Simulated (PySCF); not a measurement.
**Vertical excitation energies**

C₄H₆S.
Z-matrix (Å and degrees, GFN2-xTB geometry), rows numbered from 1:
```
C 
S   1  1.8233
C   2  1.7087  1   99.08
C   3  1.3042  2  152.27  1   179.93
C   3  1.5003  2  143.27  1    -0.15
H   1  1.0852  2  106.73  3  -179.60
H   1  1.0855  2  109.36  3   -60.34
H   1  1.0854  2  109.41  3    61.08
H   4  1.0594  3  150.91  5   179.60
H   5  1.0864  3  119.54  4   106.30
H   5  1.0864  3  119.51  4  -106.34
```

The calculation used TDDFT wB97X-D/def2-SVPD, vertical, gas phase, core orbitals frozen in the response (PySCF 2.14.0, density-fitted response routines).

```json
{"state": "S1", "E (eV)": "5.35", "λ (nm)": "231.8", "ν̃ (cm⁻¹)": "43150", "f": "0.0008", "|μ| (D)": "0.20", "symmetry": "–", "main configurations (H = HOMO, L = LUMO)": "H→L (74%), H→L+5 (9%)"}
{"state": "S2", "E (eV)": "5.65", "λ (nm)": "219.5", "ν̃ (cm⁻¹)": "45550", "f": "0.215", "|μ| (D)": "3.17", "symmetry": "A′", "main configurations (H = HOMO, L = LUMO)": "H→L+1 (94%)"}
{"state": "S3", "E (eV)": "6.07", "λ (nm)": "204.2", "ν̃ (cm⁻¹)": "48970", "f": "0.0095", "|μ| (D)": "0.64", "symmetry": "A″", "main configurations (H = HOMO, L = LUMO)": "H→L+2 (83%)"}
{"state": "S4", "E (eV)": "6.67", "λ (nm)": "186.0", "ν̃ (cm⁻¹)": "53770", "f": "0.0003", "|μ| (D)": "0.11", "symmetry": "–", "main configurations (H = HOMO, L = LUMO)": "H→L+3 (69%), H-1→L+1 (10%)"}
{"state": "S5", "E (eV)": "6.80", "λ (nm)": "182.5", "ν̃ (cm⁻¹)": "54810", "f": "0.0000", "|μ| (D)": "0.02", "symmetry": "–", "main configurations (H = HOMO, L = LUMO)": "H-1→L+1 (83%), H→L+3 (8%)"}
{"state": "S6", "E (eV)": "7.01", "λ (nm)": "176.8", "ν̃ (cm⁻¹)": "56550", "f": "0.012", "|μ| (D)": "0.67", "symmetry": "A″", "main configurations (H = HOMO, L = LUMO)": "H→L+5 (68%), H→L+3 (9%)"}
{"state": "S7", "E (eV)": "7.20", "λ (nm)": "172.2", "ν̃ (cm⁻¹)": "58060", "f": "0.0021", "|μ| (D)": "0.28", "symmetry": "A′", "main configurations (H = HOMO, L = LUMO)": "H→L+4 (96%)"}
{"state": "S8", "E (eV)": "7.44", "λ (nm)": "166.6", "ν̃ (cm⁻¹)": "60030", "f": "0.0002", "|μ| (D)": "0.08", "symmetry": "–", "main configurations (H = HOMO, L = LUMO)": "H→L+6 (66%), H→L+9 (9%)"}
```

Triplets, Tamm–Dancoff:

```
state  E (eV)  λ (nm)  main configurations (H = HOMO, L = LUMO)
   T1    3.82   324.4                               H→L+1 (87%)
   T2    5.05   245.3                    H→L (66%), H→L+5 (11%)
   T3    5.97   207.5                               H→L+2 (78%)
```

The lowest singlet lies at 5.35 eV (232 nm, ultraviolet) and is very weak; its leading configuration is HOMO→LUMO (74%). The most intense listed level is S2 at 5.65 eV (220 nm, f = 0.215), 0.30 eV above S1. Löwdin shares by element: HOMO carbon 49% or more, sulfur 36% (atoms not listed hold the other 16%); LUMO (one of a set within 0.03 eV) sulfur 52%, carbon 20% or more, hydrogen 6% or more (atoms not listed hold the other 22%). Weighted by f, the mean energy of these states is 5.75 eV. The oscillator strengths of these states sum to 0.240; summed over the whole spectrum of an exact calculation they would give the number of electrons, 46 (Thomas–Reiche–Kuhn). The listed states span 2.09 eV, and the widest gap between neighbours is 0.60 eV (S3 to S4). No computed singlet lies in the visible range (380 to 750 nm); the lowest, at 232 nm, stands 2.09 eV above its violet end (3.26 eV). Symmetry labels in Cs follow from the direction of the transition dipole and are given only for states with f of 0.002 or more. Only the lowest 8 singlets were computed, as vertical energies without vibronic structure.

One conformer stands for the species.
